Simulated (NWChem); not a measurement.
System: diphosphorus (P2); SMILES P#P

Excerpt of the output:

```
             Northwest Computational Chemistry Package (NWChem) 7.3.0
             --------------------------------------------------------

 ORDER OF PRIMARY AXIS IS BEING SET TO 4
 D4H symmetry detected

                             Geometry "geometry" -> ""
                             -------------------------

 Output coordinates in angstroms (scale by  1.889725989 to convert to a.u.)

  No.       Tag          Charge          X              Y              Z
 ---- ---------------- ---------- -------------- -------------- --------------
    1 P                   15.0000     0.00000000     0.00000000     0.94554400
    2 P                   15.0000     0.00000000     0.00000000    -0.94554400

 Effective nuclear repulsion energy (a.u.)      62.9610473045

      Symmetry information
      --------------------

 Group name             D4h
 Group number             28
 Group order              16
 No. of unique centers     1

  pbe96 is a nonlocal functional; adding pw91lda local functional.

                                 NWChem DFT Module
                                 -----------------

 Summary of "ao basis" -> "ao basis" (spherical)
 ------------------------------------------------------------------------------
       Tag                 Description            Shells   Functions and Types
 ---------------- ------------------------------  ------  ---------------------
 P                         def2-tzvpd               15       43   6s5p3d1f

      Symmetry analysis of basis
      --------------------------

        a1g        15
        a1u         0
        a2g         0
        a2u        15
        b1g         4
        b1u         4
        b2g         4
        b2u         4
        eg         20
        eu         20

            General Information
            -------------------
          SCF calculation type: DFT
          Wavefunction type:  closed shell.
          No. of atoms     :     2
          No. of electrons :    30
           Alpha electrons :    15
            Beta electrons :    15
          Charge           :     0
          Spin multiplicity:     1
          Use of symmetry is: on ; symmetry adaption is: on
          Maximum number of iterations: 150
          AO basis - number of functions:    86
                     number of shells:    30
          Convergence on energy requested:  1.00D-06
          Convergence on density requested:  1.00D-05
          Convergence on gradient requested:  5.00D-04

              XC Information
              --------------
          PerdewBurkeErnzerhof Exchange Functional  1.000
            Perdew 1991 LDA Correlation Functional  1.000 local
           PerdewBurkeErnz. Correlation Functional  1.000 non-local

             Grid Information
             ----------------
          Grid used for XC integration:  medium
          Radial quadrature: Mura-Knowles
          Angular quadrature: Lebedev.
          Tag              B.-S. Rad. Rad. Pts. Rad. Cut. Ang. Pts.
          ---              ---------- --------- --------- ---------
          P                   1.00       88          10.0       590
          Grid pruning is: on
          Number of quadrature shells:    88
          Spatial weights used:  Erf1

      Superposition of Atomic Density Guess
      -------------------------------------

 Sum of atomic energies:        -681.30227885

      Non-variational initial energy
      ------------------------------

 Total energy =    -681.544978
 1-e energy   =   -1068.036174
 2-e energy   =     323.530149
 HOMO         =      -0.291996
 LUMO         =      -0.066664

      Symmetry analysis of molecular orbitals - initial
      -------------------------------------------------

 !! scf_movecs_sym_adapt:   16 vectors were symmetry contaminated

  Symmetry fudging

 !! scf_movecs_sym_adapt:   16 vectors were symmetry contaminated

  Numbering of irreducible representations:

     1 a1g         2 a1u         3 a2g         4 a2u         5 b1g
     6 b1u         7 b2g         8 b2u         9 eg         10 eu

  Orbital symmetries:

     1 a2u         2 a1g         3 a1g         4 a2u         5 a1g
     6 a2u         7 eu          8 eu          9 eg         10 eg
    11 a1g        12 a2u        13 eu         14 eu         15 a1g
    16 eg         17 eg         18 a2u        19 a1g        20 b1g
    21 b2g        22 a1g        23 a2u        24 eu         25 eu

     ---------------------------------------------
      Total Density - Mulliken Population Analysis
     ---------------------------------------------

    Atom       Charge   Shell Charges
 -----------   ------   -------------------------------------------------------
    1 P   15    15.00   2.01  0.54  1.43  1.10  0.81  0.05  4.16  1.70  0.63  1.59  0.88  0.03  0.06 -0.00  0.01
    2 P   15    15.00   2.01  0.54  1.43  1.10  0.81  0.05  4.16  1.70  0.63  1.59  0.88  0.03  0.06 -0.00  0.01

   convergence    iter        energy       DeltaE   RMS-Dens  Diis-err
 ---------------- ----- ----------------- --------- --------- ---------
 d= 0,ls=0.0,diis     1   -682.3804305605 -7.45D+02  4.60D-03  8.10D-01
 d= 0,ls=0.0,diis     2   -682.3989825498 -1.86D-02  2.42D-03  9.00D-03
 d= 0,ls=0.0,diis     3   -682.3996054820 -6.23D-04  9.27D-04  7.99D-03
 d= 0,ls=0.0,diis     4   -682.4007848670 -1.18D-03  1.43D-04  1.85D-04
 d= 0,ls=0.0,diis     5   -682.4008114446 -2.66D-05  2.93D-05  1.79D-05
  Resetting Diis
 d= 0,ls=0.0,diis     6   -682.4008140347 -2.59D-06  4.16D-07  4.99D-09
 d= 0,ls=0.0,diis     7   -682.4008140353 -5.60D-10  1.11D-07  4.71D-11

         Total DFT energy =     -682.400814035254
      One electron energy =    -1069.353100734098
           Coulomb energy =      370.100655864162
    Exchange-Corr. energy =      -46.109416469796
 Nuclear repulsion energy =       62.961047304479

 Numeric. integr. density =       30.000000208987

                  Occupations of the irreducible representations
                  ----------------------------------------------

                     irrep           alpha         beta
                     --------     --------     --------
                     a1g               5.0          5.0
                     a1u               0.0          0.0
                     a2g               0.0          0.0
                     a2u               4.0          4.0
                     b1g               0.0          0.0
                     b1u               0.0          0.0
                     b2g               0.0          0.0
                     b2u               0.0          0.0
                     eg                2.0          2.0
                     eu                4.0          4.0

                       DFT Final Molecular Orbital Analysis
                       ------------------------------------

 Vector   13  Occ=2.000000D+00  E=-2.640061D-01  Symmetry=a1g
              MO Center= -2.7D-18,  6.3D-19,  1.1D-15, r^2= 3.1D+00
   Bfn.  Coefficient  Atom+Function         Bfn.  Coefficient  Atom+Function
  ----- ------------  ---------------      ----- ------------  ---------------
    18      0.359023  1 P  pz                61     -0.359023  2 P  pz
     5      0.202180  1 P  s                 48      0.202180  2 P  s
    21      0.172807  1 P  pz                64     -0.172807  2 P  pz
    15      0.171450  1 P  pz                58     -0.171450  2 P  pz
     9     -0.149445  1 P  pz                52      0.149445  2 P  pz

 Vector   14  Occ=2.000000D+00  E=-2.613075D-01  Symmetry=eu
              MO Center= -2.0D-16,  2.2D-16, -1.3D-14, r^2= 2.3D+00
   Bfn.  Coefficient  Atom+Function         Bfn.  Coefficient  Atom+Function
  ----- ------------  ---------------      ----- ------------  ---------------
    17      0.312199  1 P  py                60      0.312199  2 P  py
    20      0.179042  1 P  py                63      0.179042  2 P  py
    16      0.154829  1 P  px                59      0.154829  2 P  px
    14      0.133002  1 P  py                57      0.133002  2 P  py
     8     -0.119833  1 P  py                51     -0.119833  2 P  py

 Vector   15  Occ=2.000000D+00  E=-2.613075D-01  Symmetry=eu
              MO Center= -7.5D-16,  3.6D-16,  4.2D-15, r^2= 2.3D+00
   Bfn.  Coefficient  Atom+Function         Bfn.  Coefficient  Atom+Function
  ----- ------------  ---------------      ----- ------------  ---------------
    16      0.312199  1 P  px                59      0.312199  2 P  px
    19      0.179042  1 P  px                62      0.179042  2 P  px
    17     -0.154829  1 P  py                60     -0.154829  2 P  py
    13      0.133002  1 P  px                56      0.133002  2 P  px
     7     -0.119833  1 P  px                50     -0.119833  2 P  px

 Vector   16  Occ=0.000000D+00  E=-1.246910D-01  Symmetry=eg
              MO Center=  8.0D-16, -2.1D-16, -2.2D-15, r^2= 3.4D+00
   Bfn.  Coefficient  Atom+Function         Bfn.  Coefficient  Atom+Function
  ----- ------------  ---------------      ----- ------------  ---------------
    16      0.396322  1 P  px                59     -0.396322  2 P  px
    19      0.319462  1 P  px                62     -0.319462  2 P  px
    13      0.158911  1 P  px                56     -0.158911  2 P  px
     7     -0.137893  1 P  px                50      0.137893  2 P  px
    35     -0.070356  1 P  d  1              78     -0.070356  2 P  d  1

[...]
```

Level: PBE/def2-TZVPD. All runs use the structure optimised with PBE0/def2-SVP.

Reconstruct the input file.

Several could match; the one computed here: the input that was run:
```
start job
memory heap 200 mb stack 900 mb global 1100 mb
geometry units angstroms noautoz
  P      0.000000     0.000000     0.945544
  P      0.000000     0.000000    -0.945544
end
basis spherical
  * library def2-tzvpd
end
dft
  xc xpbe96 cpbe96
  iterations 150
  mulliken
end
task dft energy
```
